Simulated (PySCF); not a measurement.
## Stretching PH⁻

Set-up: basis P aug-pcseg-1, H aug-pcseg-1; no relativity; PySCF 2.14. Energies in eV from P + H⁻ in their ground configurations at the same level. State: ²Π (doublet), unpaired electrons π ↑.

```tsv
R (Å)	PBE	r²SCAN0	B97-3
1.246	-2.968	-2.952	-3.085
1.304	-3.272	-3.235	-3.374
1.362	-3.453	-3.392	-3.540
1.405	-3.524	-3.447	-3.600
1.449	-3.553	-3.458	-3.618
1.492	-3.547	-3.434	-3.601
1.550	-3.496	-3.360	-3.535
1.623	-3.382	-3.217	-3.404
1.710	-3.196	-2.997	-3.197
1.826	-2.904	-2.662	-2.879
```

Task: Put a parabola through the three lowest points of the PBE curve and estimate Re, k and ωe (reduced mass 0.9761 u; 1 eV/Å² = 0.16022 mdyn/Å; ωe = 1302.8·√(k/μ) cm⁻¹).

Result: Through R = 1.405, 1.449, 1.492 Å the second-order coefficient is 9.18 eV/Å², so Re ≈ 1.463 Å, k ≈ 2.94 mdyn/Å and ωe ≈ 2262 cm⁻¹. A polynomial fit of higher order to the unrounded PBE energies gives Re = 1.462 Å, k = 2.77 mdyn/Å, ωe = 2193 cm⁻¹; anharmonicity and rounding make the difference.

The higher-order fit for each curve: PBE: Re = 1.462 Å, ωe = 2193 cm⁻¹, De = 3.55 eV; r²SCAN0: Re = 1.440 Å, ωe = 2321 cm⁻¹, De = 3.46 eV; B97-3: Re = 1.448 Å, ωe = 2268 cm⁻¹, De = 3.62 eV.

For an ion De counts to the pair picked by the measured ionisation energies or electron affinities, which need not be the lowest pair at this level. The highest Kohn–Sham level is positive in this anion. Much of that is self-interaction error, but it also means that the finite basis helps to hold the extra electron. The state is the lowest determinant that a PBE0 search found; another state may lie lower at other levels.
